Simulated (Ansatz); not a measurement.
Input for Ansatz (development build ahead of 0.2.0):

```yaml
crystal:
  periodic: [false, false, false]
  atoms:
    - { symbol: Si, position_ang: [0.0, 0.0, 0.0] }
    - { symbol: S, position_ang: [0.0, 0.0, 5.256] }
basis:
  gaussian: { orbitals: pcseg-2 }
magnetization:
  initial_magnetization: 2
hamiltonian:
  xc: pbe0
```

The input is written out in the form of the current development build from the run's settings.

Output:

```
Converged                       : yes
Total energy                    : -687.18904 hartree
Spin squared of the determinant : 2.000
Stability test                  : minimum among restricted orbitals
```

Caution: stretched shape with no unrestricted run beside it, a lower state can exist; charge can spread falsely over distant fragments.
